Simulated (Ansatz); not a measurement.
Born–Oppenheimer molecular dynamics of BFH2 (4 atoms, charge 0, multiplicity 1). It goes on from the last frame of an earlier run, with new velocities.

Method: RKS B3LYP/def2-SVP (Ansatz 0.2.0).

- ensemble: NVT, Langevin thermostat
- time step: 1 fs
- steps asked: 250
- set temperature: 2000 K
- friction: 0.02 /fs
- seed: 203958

First frame:

```xyz
4
Properties=species:S:1:pos:R:3
B 0.685 1.140 0.242
H 0.078 2.104 0.794
H 1.839 0.588 0.536
F 0.003 0.593 -0.752
```

How far do the bonds stretch over the last three quarters of this one trajectory? (Pairs bonded in most of those frames.)


```tsv
bond	mean (Å)	spread (Å)	shortest	longest
B1–H2	1.233	0.071	1.08	1.40
B1–H3	1.239	0.077	1.09	1.46
B1–F4	1.335	0.046	1.22	1.43
```

Mean temperature of the second half: 1742 K. The mean temperature of the second half is 13 % below the set value. A run of 0.25 ps of so small a system gives no equilibrium averages.

The run took 73 s on 1 thread of Intel(R) Xeon(R) 6975P-C (Granite Rapids), with other jobs on the host, peak memory 0.092 GiB.
